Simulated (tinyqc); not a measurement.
RHF in the sto-3g basis, for NH3, spin multiplicity 1, step by step (part 2 of 2). Computed by tinyqc, a small Python program that keeps every step (integrals from PySCF). Command: `OMP_NUM_THREADS=1 python tinyqc.py 23455 23456 out.jsonl` (the two numbers bound the seeds that draw the settings). One thread of a shared host (Intel(R) Xeon(R) Processor @ 2.60GHz), about 0.07 s of CPU time with the checks.

Geometry (angstrom):

| atom | x | y | z |
|---|---|---|---|
| N | 0.000000 | 0.000000 | 0.532000 |
| H | 0.841000 | 0.000000 | 0.000000 |
| H | -0.421000 | 0.729000 | 0.000000 |
| H | -0.421000 | -0.729000 | 0.000000 |

## Iteration 2: building the Fock matrix

D after iteration 1, lower triangle:
```
            1N 1s      1N 2s     1N 2px     1N 2py    1N 2pz     2H 1s     3H 1s     4H 1s
1N 1s    2.131537
1N 2s   -0.593553   2.664107
1N 2px   0.001349  -0.011108   2.034771
1N 2py   0.000000   0.000000   0.000000   2.237470
1N 2pz   0.047134  -0.281225   0.006194   0.000000  2.142383
2H 1s    0.045190  -0.196299  -0.024050   0.000000  0.109471  0.018503
3H 1s    0.046080  -0.199724   0.022896  -0.202649  0.114436  0.018371  0.037689
4H 1s    0.046080  -0.199724   0.022896   0.202649  0.114436  0.018371  0.000981  0.037689
```

core Hamiltonian H = T + V (hartree), lower triangle:
```
             1N 1s      1N 2s     1N 2px     1N 2py     1N 2pz      2H 1s      3H 1s      4H 1s
1N 1s   -25.789743
1N 2s    -5.936138  -7.814271
1N 2px   -0.000013  -0.000091  -6.476185
1N 2py    0.000000   0.000000   0.000000  -6.476066
1N 2pz    0.026236   0.298670   0.000099   0.000000  -6.447118
2H 1s    -1.547694  -3.459392  -2.170092   0.000000   1.477844  -4.794966
3H 1s    -1.545130  -3.455734   1.084787  -1.878444   1.475801  -1.613630  -4.792601
4H 1s    -1.545130  -3.455734   1.084787   1.878444   1.475801  -1.613630  -1.612051  -4.792601
```

nuclear repulsion = 12.25085361 hartree

Given earlier and not repeated: Two-electron integrals (ij|kl) in chemists' order.

J_ij = sum D_kl (ij|kl), K_ij = sum D_kl (ik|jl); F = H + J - 0.5 K; E = tr D H + tr D J / 2 - 0.25 tr D K + E_nn.

Coulomb J (hartree), lower triangle:
```
            1N 1s     1N 2s     1N 2px     1N 2py     1N 2pz     2H 1s     3H 1s     4H 1s
1N 1s   16.254232
1N 2s    3.079062  7.671792
1N 2px   0.000824  0.007740   7.662636
1N 2py   0.000000  0.000000   0.000000   7.665790
1N 2pz  -0.003612  0.000181  -0.001292   0.000000   7.666515
2H 1s    0.801426  3.277284   2.236588   0.000000  -1.411959  4.878625
3H 1s    0.800000  3.268000  -1.110972   1.928932  -1.406332  1.486622  4.854665
4H 1s    0.800000  3.268000  -1.110972  -1.928932  -1.406332  1.486622  1.482876  4.854665
```

exchange K (hartree), lower triangle:
```
            1N 1s      1N 2s     1N 2px     1N 2py     1N 2pz     2H 1s     3H 1s     4H 1s
1N 1s    8.577421
1N 2s    1.486185   2.502712
1N 2px   0.000547   0.005732   2.048183
1N 2py   0.000000   0.000000   0.000000   2.065079
1N 2pz  -0.001387  -0.014315  -0.001050   0.000000   2.061395
2H 1s    0.405867   1.016864   0.593943   0.000000  -0.357967  0.738177
3H 1s    0.404614   1.004293  -0.287648   0.471225  -0.352063  0.391090  0.688551
4H 1s    0.404614   1.004293  -0.287648  -0.471225  -0.352063  0.391090  0.404160  0.688551
```

Fock matrix F (hartree), lower triangle:
```
             1N 1s      1N 2s     1N 2px     1N 2py    1N 2pz      2H 1s      3H 1s      4H 1s
1N 1s   -13.824221
1N 2s    -3.600169  -1.393835
1N 2px    0.000538   0.004783   0.162360
1N 2py    0.000000   0.000000   0.000000   0.157184
1N 2pz    0.023318   0.306009  -0.000668   0.000000  0.188699
2H 1s    -0.949202  -0.690540  -0.230476   0.000000  0.244869  -0.285429
3H 1s    -0.947437  -0.689881   0.117640  -0.185125  0.245500  -0.322553  -0.282212
4H 1s    -0.947437  -0.689881   0.117640   0.185125  0.245500  -0.322553  -0.331255  -0.282212
```

total energy of this density = -53.58990548 hartree

## Iteration 2: diagonalisation and new density

X, lower triangle:
```
            1N 1s      1N 2s     1N 2px     1N 2py    1N 2pz      2H 1s      3H 1s     4H 1s
1N 1s    1.025220
1N 2s   -0.156423   1.424766
1N 2px  -0.000007   0.000196   1.132440
1N 2py   0.000000   0.000000   0.000000   1.132280
1N 2pz   0.015947  -0.186271  -0.000112   0.000000  1.086066
2H 1s    0.022691  -0.327212  -0.295186   0.000000  0.151688   1.274578
3H 1s    0.022680  -0.326614   0.147495  -0.255365  0.151341  -0.071996   1.273963
4H 1s    0.022680  -0.326614   0.147495   0.255365  0.151341  -0.071996  -0.071920  1.273963
```

Diagonalise F' = X^T F X, C = X C', fill 5 alpha and 5 beta electrons from the bottom; D = 2 C_occ C_occ^T. Each column has its largest component positive (the first on a tie).

F' = X^T F X (hartree), lower triangle:
```
            1          2          3          4         5          6          7         8
1  -13.528915
2   -2.004355  -0.290013
3   -0.000072   0.006846   0.445511
4    0.000000   0.000000   0.000000   0.422028
5    0.031638   0.025819  -0.001227   0.000000  0.349961
6   -0.158506  -0.414006  -0.453052   0.000000  0.238115   0.264355
7   -0.157892  -0.408526   0.225636  -0.368565  0.237203  -0.100597   0.259140
8   -0.157892  -0.408526   0.225636   0.368565  0.237203  -0.100597  -0.104702  0.259140
```

orbital energies (hartree): MO1 -13.836014, MO2 -0.714840, MO3 -0.152032, MO4 -0.129106, MO5 0.266361, MO6 0.871812, MO7 0.914975, MO8 0.960051

coefficients C:
```
              MO1        MO2        MO3        MO4        MO5        MO6        MO7        MO8
1N 1s    0.991493  -0.196733  -0.001101   0.000000  -0.157710  -0.174508   0.000000  -0.015876
1N 2s    0.041060   0.589779   0.003581   0.000000   0.758234   1.213834   0.000000   0.108143
1N 2px  -0.000075  -0.004299   0.504975   0.000000  -0.006120  -0.090479   0.000000   1.072298
1N 2py   0.000000   0.000000   0.000000   0.515629   0.000000   0.000000   1.070798   0.000000
1N 2pz  -0.008171  -0.245200  -0.001903   0.000000   0.721838  -0.835223   0.000000  -0.066831
2H 1s   -0.008585   0.200851   0.605920   0.000000  -0.180437  -0.610702   0.000000  -1.019595
3H 1s   -0.008658   0.203086  -0.302183   0.515972  -0.188873  -0.730567  -0.839455   0.421250
4H 1s   -0.008658   0.203086  -0.302183  -0.515972  -0.188873  -0.730567   0.839455   0.421250
```

D after iteration 2, lower triangle:
```
            1N 1s      1N 2s     1N 2px     1N 2py     1N 2pz      2H 1s      3H 1s     4H 1s
1N 1s    2.093272
1N 2s   -0.389807   1.848914
1N 2px   0.002360  -0.010741   0.510112
1N 2py   0.000000   0.000000   0.000000   0.531746
1N 2pz  -0.147403   0.804732  -0.008648   0.000000   1.162487
2H 1s   -0.040473  -0.033078   0.612432   0.000000  -0.361157   0.880224
3H 1s   -0.036837  -0.049743  -0.304623   0.532100  -0.370973  -0.216310   0.869068
4H 1s   -0.036837  -0.049743  -0.304623  -0.532100  -0.370973  -0.216310  -0.195841  0.869068
```

## Iteration 9 (converged): orbitals

converged F (hartree), lower triangle:
```
             1N 1s      1N 2s     1N 2px     1N 2py     1N 2pz      2H 1s      3H 1s      4H 1s
1N 1s   -15.321122
1N 2s    -3.896345  -1.958653
1N 2px   -0.000005  -0.000148  -0.314722
1N 2py    0.000000   0.000000   0.000000  -0.314492
1N 2pz    0.030151   0.172137   0.000142   0.000000  -0.384347
2H 1s    -1.023712  -0.922907  -0.415437   0.000000   0.320624  -0.585589
3H 1s    -1.022033  -0.921929   0.207722  -0.359724   0.320270  -0.414794  -0.584700
4H 1s    -1.022033  -0.921929   0.207722   0.359724   0.320270  -0.414794  -0.414360  -0.584700
```

As before.

F' = X^T F X (hartree), lower triangle:
```
            1          2          3          4          5          6          7         8
1  -15.026391
2   -2.058671  -0.790295
3    0.000036   0.000078  -0.009335
4    0.000000   0.000000   0.000000  -0.009364
5    0.054605  -0.134209  -0.000029   0.000000  -0.210490
6   -0.168816  -0.471281  -0.514838   0.000000   0.259296   0.048302
7   -0.168252  -0.470602   0.257402  -0.445627   0.258848  -0.097026   0.048066
8   -0.168252  -0.470602   0.257402   0.445627   0.258848  -0.097026  -0.096900  0.048066
```

orbital energies (hartree): MO1 -15.329002, MO2 -1.138867, MO3 -0.567276, MO4 -0.567117, MO5 -0.393311, MO6 0.688170, MO7 0.702719, MO8 0.703242

coefficients C:
```
              MO1        MO2        MO3        MO4        MO5        MO6        MO7        MO8
1N 1s    0.993368  -0.215492   0.000074   0.000000  -0.116902  -0.174463   0.000000   0.004534
1N 2s    0.032403   0.719260  -0.000435   0.000000   0.586319   1.243509   0.000000  -0.032801
1N 2px   0.000004   0.000151   0.608560   0.000000   0.000313  -0.026334   0.000000  -1.020797
1N 2py   0.000000   0.000000   0.000000   0.608556   0.000000   0.000000   1.020852   0.000000
1N 2pz  -0.006964  -0.185750  -0.000303   0.000000   0.808872  -0.770758   0.000000   0.020331
2H 1s   -0.006874   0.154213   0.507392   0.000000  -0.153678  -0.687123   0.000000   1.037117
3H 1s   -0.006864   0.153956  -0.253840   0.439495  -0.153870  -0.725853  -0.881905  -0.490678
4H 1s   -0.006864   0.153956  -0.253840  -0.439495  -0.153870  -0.725853   0.881905  -0.490678
```

D after iteration 9, lower triangle:
```
            1N 1s     1N 2s     1N 2px     1N 2py     1N 2pz      2H 1s      3H 1s     4H 1s
1N 1s    2.093766
1N 2s   -0.382697  1.724309
1N 2px  -0.000040  0.000054   0.740691
1N 2py   0.000000  0.000000   0.000000   0.740682
1N 2pz  -0.122897  0.680857   0.000081   0.000000   1.377652
2H 1s   -0.044115  0.040743   0.617507   0.000000  -0.306114   0.609785
3H 1s   -0.044052  0.040811  -0.309003   0.534916  -0.305867  -0.162721   0.610032
4H 1s   -0.044052  0.040811  -0.309003  -0.534916  -0.305867  -0.162721  -0.162593  0.610032
```

## Convergence

Stop when the energy changes by less than 1e-09 hartree and every element of the error matrix X^T (F D S - S D F) X is below 9e-06.

Course of the cycle:

| iteration | E (hartree) | change | largest element of the error matrix |
|---|---|---|---|
| 1 | -16.90430460 | - | 3.05e-01 |
| 2 | -53.58990548 | -3.67e+01 | 8.29e-01 |
| 3 | -55.36717431 | -1.78e+00 | 2.33e-01 |
| 4 | -55.43613143 | -6.90e-02 | 3.74e-02 |
| 5 | -55.43864427 | -2.51e-03 | 6.88e-03 |
| 6 | -55.43871900 | -7.47e-05 | 7.74e-04 |
| 7 | -55.43872056 | -1.57e-06 | 1.80e-04 |
| 8 | -55.43872065 | -8.57e-08 | 2.14e-06 |
| 9 | -55.43872065 | -1.44e-11 | 6.00e-07 |

PySCF RHF in the same basis = -55.43872065 hartree

Converged in 9 iterations.

## Populations, bond orders and dipole

overlap S, lower triangle:
```
           1N 1s     1N 2s     1N 2px     1N 2py     1N 2pz     2H 1s     3H 1s     4H 1s
1N 1s   1.000000
1N 2s   0.235038  1.000000
1N 2px  0.000000  0.000000   1.000000
1N 2py  0.000000  0.000000   0.000000   1.000000
1N 2pz  0.000000  0.000000   0.000000   0.000000   1.000000
2H 1s   0.060787  0.505446   0.376432   0.000000  -0.238124  1.000000
3H 1s   0.060686  0.505004  -0.188207   0.325898  -0.237830  0.272823  1.000000
4H 1s   0.060686  0.505004  -0.188207  -0.325898  -0.237830  0.272823  0.272601  1.000000
```

Mulliken: Z minus the diagonal of D S on the atom; Loewdin: the same with S^(1/2) D S^(1/2); Mayer order: 2 sum_s sum (D(s) S)_ij (D(s) S)_ji over the two atoms.

Charges (e):

| atom | Mulliken | Loewdin |
|---|---|---|
| 1N | -0.466788 | -0.301920 |
| 2H | 0.155749 | 0.100705 |
| 3H | 0.155520 | 0.100607 |
| 4H | 0.155520 | 0.100607 |

Mayer bond orders:

| pair | order |
|---|---|
| 2-1 | 0.966975 |
| 3-1 | 0.967050 |
| 3-2 | 0.004384 |
| 4-1 | 0.967050 |
| 4-2 | 0.004384 |
| 4-3 | 0.004380 |

dipole moment about the origin, x y z (debye): -0.000253  0.000000  -2.190568
